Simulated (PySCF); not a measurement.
## Circular dichroism: `F[C@H]1CS[C@@H]1F`, C3H4F2S

Molfile (atoms numbered from 1):
```
C3H4F2S
     RDKit          3D

 10 10  0  0  0  0  0  0  0  0999 V2000
   -1.0663   -0.3787   -1.4827 F   0  0  0  0  0  0  0  0  0  0  0  0
   -0.3035    0.2780   -0.5567 C   0  0  1  0  0  0  0  0  0  0  0  0
   -0.8234    0.1516    0.8734 C   0  0  0  0  0  0  0  0  0  0  0  0
    0.8462   -0.2516    1.5120 S   0  0  0  0  0  0  0  0  0  0  0  0
    1.0560   -0.3742   -0.3082 C   0  0  2  0  0  0  0  0  0  0  0  0
    2.1055    0.3181   -0.8132 F   0  0  0  0  0  0  0  0  0  0  0  0
   -0.1947    1.3119   -0.9004 H   0  0  0  0  0  0  0  0  0  0  0  0
   -1.5005   -0.6917    0.9934 H   0  0  0  0  0  0  0  0  0  0  0  0
   -1.2487    1.0511    1.3088 H   0  0  0  0  0  0  0  0  0  0  0  0
    1.1384   -1.4098   -0.6491 H   0  0  0  0  0  0  0  0  0  0  0  0
  1  2  1  0
  2  3  1  0
  3  4  1  0
  4  5  1  0
  5  6  1  0
  5  2  1  0
  2  7  1  6
  3  8  1  0
  3  9  1  0
  5 10  1  1
M  END
```

Theory: TDDFT wB97X-D/aug-cc-pVDZ circular dichroism and optical rotation, one conformer, gas phase (PySCF). Geometry: GFN2-xTB.

Question: What are the CIP labels of the stereocentres?

Answer: C2 S, C5 S.

Question: Which excitations and rotatory strengths does the calculation give?

Answer: Rotatory strengths R in 10⁻⁴⁰ esu² cm², velocity form and length form (origin at the centre of mass); f in length form.
| state | E (eV) | λ (nm) | f | R (velocity) | R (length) | main |
| --- | --- | --- | --- | --- | --- | --- |
| 1 | 5.00 | 248 | 0.0003 | +3.9 | +3.6 | HOMO→LUMO 0.39, HOMO→LUMO+4 0.31 |
| 2 | 6.38 | 194 | 0.031 | -27.4 | -27.7 | HOMO→LUMO+3 0.33, HOMO→LUMO+1 0.31 |
| 3 | 6.73 | 184 | 0.009 | +0.5 | +0.3 | HOMO→LUMO 0.40, HOMO→LUMO+2 0.14 |
| 4 | 6.98 | 178 | 0.026 | +4.2 | +4.3 | HOMO→LUMO+3 0.28, HOMO→LUMO+1 0.26 |
| 5 | 7.37 | 168 | 0.034 | +14.0 | +14.0 | HOMO−1→LUMO 0.43, HOMO−1→LUMO+4 0.21 |
| 6 | 7.58 | 164 | 0.019 | +7.1 | +7.2 | HOMO→LUMO+4 0.44, HOMO→LUMO+2 0.29 |
| 7 | 7.92 | 157 | 0.019 | -13.3 | -13.6 | HOMO→LUMO+6 0.63 |
| 8 | 8.05 | 154 | 0.025 | +7.7 | +7.8 | HOMO→LUMO+5 0.60, HOMO→LUMO+3 0.14 |
| 9 | 8.15 | 152 | 0.010 | +11.3 | +11.7 | HOMO→LUMO+7 0.62 |
| 10 | 8.26 | 150 | 0.032 | +8.5 | +8.1 | HOMO−1→LUMO+3 0.20, HOMO−1→LUMO+2 0.15 |
| 11 | 8.32 | 149 | 0.016 | -4.7 | -4.4 | HOMO−2→LUMO 0.27, HOMO−2→LUMO+1 0.10 |
| 12 | 8.41 | 147 | 0.004 | +14.7 | +15.5 | HOMO→LUMO+8 0.18, HOMO→LUMO+9 0.16 |
| 13 | 8.48 | 146 | 0.014 | -3.9 | -4.0 | HOMO−1→LUMO+1 0.43, HOMO−1→LUMO 0.31 |
| 14 | 8.73 | 142 | 0.006 | +14.3 | +14.8 | HOMO→LUMO+8 0.24, HOMO−1→LUMO+3 0.10 |
| 15 | 8.76 | 142 | 0.039 | -4.6 | -4.8 | HOMO→LUMO+8 0.25, HOMO→LUMO+9 0.19 |
| 16 | 8.85 | 140 | 0.025 | +3.7 | +3.5 | HOMO→LUMO+10 0.36, HOMO→LUMO+9 0.28 |

Among the states computed, the strongest CD band (largest |R|) is state 2. The largest dissymmetry factor in size, g = 4R/(D+G), with D and G the electric and magnetic dipole strengths, is +0.1 for state 1 (velocity form, f = 0.0003), among bands with |R| over 0.5. The mirror image has the same energies and oscillator strengths and all R with the opposite sign.
